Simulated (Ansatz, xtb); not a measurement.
# Relaxing a trial structure of C2H2Mg

The starting geometry of this gas-phase singlet was built from a drawn formula by distance geometry and a force field; its bonds are those of `[C]=[CH][MgH]`.

```xyz
5

C    -0.9125    2.8636   -2.0644
C    -0.2643    2.0223   -1.1982
Mg    0.1782    0.0189   -1.8198
H    -0.0146    2.3732   -0.1990
H     0.5303   -1.6251   -2.3545
```

**Question.** Predict what becomes of its bonds when it is optimised with r2SCAN-D4/def2-SVP.

**Answer.** It rearranges to `C#[C][MgH]`. Distances that change by over a tenth: C1–C2 (1.37 → 1.23 Å). Contacts that open: C2–Mg3 (2.14 → 3.27 Å). Contacts that close: C1–Mg3 (3.06 → 2.04 Å).

The energy falls by 1.82 eV over 16 steps:

```json
{"step": "1", "E − E(last) (eV)": "1.820"}
{"step": "3", "E − E(last) (eV)": "1.298"}
{"step": "4", "E − E(last) (eV)": "1.085"}
{"step": "6", "E − E(last) (eV)": "0.407"}
{"step": "8", "E − E(last) (eV)": "0.305"}
{"step": "9", "E − E(last) (eV)": "0.281"}
{"step": "11", "E − E(last) (eV)": "0.158"}
{"step": "13", "E − E(last) (eV)": "0.018"}
{"step": "14", "E − E(last) (eV)": "0.003"}
{"step": "16", "E − E(last) (eV)": "0.000"}
```

Final geometry (Å):

```yaml
atoms:
  - { symbol: C, position_ang: [-0.1435, 1.5213, -1.3165] }
  - { symbol: C, position_ang: [-0.2889, 2.5915, -0.7280] }
  - { symbol: Mg, position_ang: [0.0864, -0.2556, -2.2866] }
  - { symbol: H, position_ang: [-0.4169, 3.5285, -0.2128] }
  - { symbol: H, position_ang: [0.2799, -1.7328, -3.0919] }
```

From the same start GFN2-xTB reaches the same bonding as this run.

No frequencies were run, so the end isn't proven a minimum. Run with Ansatz 0.2.0, 14 s on 2 threads of Intel(R) Xeon(R) Processor @ 2.70GHz (shared host).
